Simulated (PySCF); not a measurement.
Gas-phase reaction: 6 F + O3 = 3 F2O

Computed with PySCF and rigid-rotor harmonic-oscillator thermochemistry at 1 bar. 'Table' is the NASA 1993 thermochemical table (part measured, part estimated). After a fit of one offset per element over all species, the range-separated, M06-2X, PBE0/def2-QZVP and CCSD(T)/def2-TZVPP enthalpies, where run, lie to one side of the table for O3 (+19 kJ/mol): a fault of the table's entry, another state or a shared error of the levels is possible; this was not checked at source. † marks an energy on the PBE0/def2-TZVP geometry and frequencies. MP2 and CCSD(T) freeze the core. Open shells (unrestricted): F (multiplicity 2, electronic degeneracy 6); the rest are closed-shell singlets. Spin-orbit splitting is ignored; it lowers the true energy and changes the entropy of F. B3LYP is the form with VWN-RPA correlation. MP2 isn't extrapolated to the basis-set limit; its ΔH°(298 K) is -399.2 kJ in def2-SVP and -519.4 kJ in def2-TZVPP. CCSD(T) isn't extrapolated to the basis-set limit; its ΔH°(298 K) is -386.9 kJ in def2-SVP and -495.1 kJ in def2-TZVPP. The harmonic model lacks anharmonicity and excited electronic states, which grow with temperature; levels with a mode under 35 cm⁻¹ are left out. Strong static correlation: O3. The table's entry may be an old estimate for F2O (not checked at source). Warning, large T1 diagnostic: O3 (CCSD(T)/def2-TZVPP†).

```csv
level,"ΔH°(298 K), kJ",minus table,"ΔG°(600 K), kJ"
table,-544.6,-,-270.7
B3LYP/def2-TZVP†,-573.6,-29.0,-292.5
BLYP/def2-TZVP†,-699.6,-155.0,-418.5
CCSD(T)/def2-TZVPP†,-495.1,49.5,-214.0
MP2/def2-SVP†,-399.2,145.4,-118.1
r2SCAN/def2-TZVP†,-606.0,-61.4,-324.9
```
